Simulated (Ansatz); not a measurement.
How methods differ on COF2 (carbonyl fluoride)

The species is COF2 (4 atoms), meant as a singlet with charge 0. As SMILES, `O=C(F)F`. Geometry: relaxed at GFN2-xTB.

```tsv
atom	x (Å)	y (Å)	z (Å)
O	-1.2438	-0.1573	0.1539
C	-0.1025	-0.0132	0.0129
F	0.8510	-0.8234	0.4225
F	0.4953	0.9939	-0.5893
```

Each level gives the energy change with the C2–F3 bond stretched from 1.317 to 2.633 Å (eV). The values are calculated.

```json
{"level": "HF/STO-3G (restricted)", "kind": "Hartree–Fock", "program": "Ansatz", "value (eV)": "8.94", "less FCI/STO-3G": "+5.61", "CPU time (all runs)": "0.21 s"}
{"level": "SVWN5/STO-3G (restricted)", "kind": "LDA", "program": "Ansatz", "value (eV)": "5.96", "less FCI/STO-3G": "+2.63", "CPU time (all runs)": "0.99 s"}
{"level": "PBE/STO-3G (restricted)", "kind": "GGA", "program": "Ansatz", "value (eV)": "5.23", "less FCI/STO-3G": "+1.90", "CPU time (all runs)": "1.7 s"}
{"level": "r2SCAN/STO-3G (restricted)", "kind": "meta-GGA", "program": "Ansatz", "value (eV)": "5.56", "less FCI/STO-3G": "+2.23", "CPU time (all runs)": "4.9 s"}
{"level": "r2SCAN0/STO-3G (restricted)", "kind": "hybrid meta-GGA", "program": "Ansatz", "value (eV)": "6.52", "less FCI/STO-3G": "+3.19", "CPU time (all runs)": "3.7 s"}
{"level": "wB97M-V/STO-3G (restricted)", "kind": "range-separated hybrid", "program": "Ansatz", "value (eV)": "6.73", "less FCI/STO-3G": "+3.40", "CPU time (all runs)": "20 s"}
{"level": "MP2/STO-3G (restricted)", "kind": "perturbation theory", "program": "Ansatz", "value (eV)": "4.87", "less FCI/STO-3G": "+1.54", "CPU time (all runs)": "0.31 s"}
{"level": "CCSDT(Q)/STO-3G (restricted)", "kind": "coupled cluster or CI", "program": "Ansatz", "value (eV)": "3.32", "less FCI/STO-3G": "-0.01", "CPU time (all runs)": "1.6 s"}
{"level": "CCSDTQ/STO-3G (restricted)", "kind": "coupled cluster or CI", "program": "Ansatz", "value (eV)": "3.33", "less FCI/STO-3G": "0.00", "CPU time (all runs)": "92 s"}
{"level": "FCI/STO-3G", "kind": "exact in the basis", "program": "Ansatz", "value (eV)": "3.33", "less FCI/STO-3G": "0.00", "CPU time (all runs)": "29 s"}
```

FCI/STO-3G is exact within its basis and frozen core, so for wave-function methods in that basis the difference is their error; functionals converge differently with the basis, so for them it is only a difference. Spin-restricted single references rise too steeply as a bond breaks, Hartree–Fock most of all. Perturbation and coupled-cluster corrections on them can overshoot downwards. The first shape isn't each level's own minimum. The values span 3.32 to 8.94 eV. All rows use very small basis sets, so even the best lies far from the true value. CPU times are rough (shared hosts, several kinds of processor): they show what a rung costs within a factor of a few.
